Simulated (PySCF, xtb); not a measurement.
C3H6, SMILES C=CC.

GFN2-xTB (xtb) at its own geometry gives an orbital gap of 5.46 eV and a dipole moment of 0.46 D.

The structure is a stationary point at ωB97X-D3(BJ)/def2-TZVP.

**Question.** What does PBE/def2-TZVPD in PySCF give? (The exact figures need the calculation; the answer reports its results.)

**Answer.** gap 5.61 eV (levels -6.27 and -0.66 eV), dipole 0.43 D.
